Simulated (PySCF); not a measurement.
PySCF input (BP86/def2-SVP):

```python
from pyscf import gto, dft

mol = gto.M(
    atom='''
    P    -0.00000000   -0.00000000   -0.94474959
    P     0.00000000    0.00000000    0.94474959
    ''',
    basis='def2-svp',
    charge=0,
    spin=0,
    verbose=4,
)

mf = dft.RKS(mol, xc='bp86')
mf.grids.level = 3
mf.conv_tol = 1e-9
mf.max_cycle = 100
mf.max_memory = 1500
mf.kernel()
if not mf.converged:
    mf = mf.newton()
    mf.kernel(mf.make_rdm1())
mf.dip_moment()
```

Output:

```
PySCF version 2.14.0

[INPUT] verbose = 4
[INPUT] num. atoms = 2
[INPUT] num. electrons = 30
[INPUT] charge = 0
[INPUT] spin (= nelec alpha-beta = 2S) = 0
[INPUT] symmetry False subgroup None
[INPUT] Mole.unit = angstrom
[INPUT] Symbol           X                Y                Z      unit          X                Y                Z       unit  Magmom
[INPUT]  1 P      0.000000000000   0.000000000000  -0.944749590000 AA    0.000000000000   0.000000000000  -1.785317981395 Bohr   0.0
[INPUT]  2 P      0.000000000000   0.000000000000   0.944749590000 AA    0.000000000000   0.000000000000   1.785317981395 Bohr   0.0

nuclear repulsion = 63.0139847200145
number of shells = 16
number of NR pGTOs = 72
number of NR cGTOs = 36
basis = def2-svp
ecp = {}

******** <class 'pyscf.dft.rks.RKS'> ********
method = RKS
initial guess = minao
damping factor = 0
level_shift factor = 0
DIIS = <class 'pyscf.scf.diis.CDIIS'>
diis_start_cycle = 1
diis_space = 8
diis_damp = 0
SCF conv_tol = 1e-09
SCF conv_tol_grad = None
SCF max_cycles = 100
direct_scf = True
direct_scf_tol = 1e-13
XC library pyscf.dft.libxc version 7.1.2
    S. Lehtola, C. Steigemann, M. J. T. Oliveira, and M. A. L. Marques,  SoftwareX 7, 1–5 (2018)
XC functionals = bp86
    A. D. Becke,  Phys. Rev. A 38, 3098 (1988)
    J. P. Perdew,  Phys. Rev. B 33, 8822 (1986)
    J. P. Perdew,  Phys. Rev. B 34, 7406–7406 (1986)
radial grids:
    Treutler-Ahlrichs [JCP 102, 346 (1995); DOI:10.1063/1.469408] (M4) radial grids

becke partition: Becke, JCP 88, 2547 (1988); DOI:10.1063/1.454033
pruning grids: <function nwchem_prune>
grids dens level: 3
symmetrized grids: False
atomic radii adjust function: <function treutler_atomic_radii_adjust>
small_rho_cutoff = 0
Set gradient conv threshold to 3.16228e-05
Initial guess from minao.
tot grids = 38360
init E= -682.641321305538
  HOMO = -0.291574892071145  LUMO = -0.138912549080593  gap/eV = 4.15415
cycle= 1 E= -682.53950445528  delta_E= 0.102  |g|= 0.167  |ddm|= 1.81
  HOMO = -0.23913093738501  LUMO = -0.109022147406272  gap/eV = 3.54044
cycle= 2 E= -682.540485807599  delta_E= -0.000981  |g|= 0.154  |ddm|= 0.39
  HOMO = -0.26427777239454  LUMO = -0.123111966154879  gap/eV = 3.84132
cycle= 3 E= -682.549628862165  delta_E= -0.00914  |g|= 0.0079  |ddm|= 0.22
  HOMO = -0.263016078235269  LUMO = -0.122237776372007  gap/eV = 3.83077
cycle= 4 E= -682.5496473224  delta_E= -1.85e-05  |g|= 0.000221  |ddm|= 0.0133
  HOMO = -0.263098045411632  LUMO = -0.122326258504043  gap/eV = 3.83060
cycle= 5 E= -682.54964733865  delta_E= -1.62e-08  |g|= 7.38e-05  |ddm|= 0.000849
  HOMO = -0.263088136683883  LUMO = -0.122311965805287  gap/eV = 3.83071
cycle= 6 E= -682.549647340641  delta_E= -1.99e-09  |g|= 3.33e-07  |ddm|= 0.000209
  HOMO = -0.263088082280308  LUMO = -0.122311949780097  gap/eV = 3.83071
cycle= 7 E= -682.549647340641  delta_E= -4.55e-13  |g|= 7.26e-09  |ddm|= 7.81e-07
  HOMO = -0.263088085671432  LUMO = -0.12231195233056  gap/eV = 3.83071
Extra cycle  E= -682.549647340641  delta_E= 2.27e-13  |g|= 3.95e-09  |ddm|= 2.68e-08
converged SCF energy = -682.549647340641
Dipole moment(X, Y, Z, Debye): -0.00000, -0.00000,  0.00000
```

The geometry given is a B3LYP-D3(BJ)/def2-TZVP minimum.
